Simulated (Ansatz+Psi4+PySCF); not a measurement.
A calculation with Psi4 1.11.

```
molecule {
0 1
C 0.000000 0.000000 -1.121390
Cl 0.000000 0.000000 0.655950
H 0.000000 1.029320 -1.474280
H 0.891410 -0.514660 -1.474280
H -0.891410 -0.514660 -1.474280
}

basis {
assign C cc-pVTZ
assign Cl cc-pV(T+d)Z
assign H cc-pVTZ
}
set reference rhf
set scf_type pk
energy('scf')
```

The input is written out from the run's settings.

Output:

| Quantity | Value |
| --- | --- |
| Converged | yes |
| Total energy | -499.14860 hartree |
| Spin squared of the determinant | 0.000 |
| Occupied orbitals by symmetry in an Abelian subgroup (alpha; beta) | 10 Ap 3 App; 10 Ap 3 App |
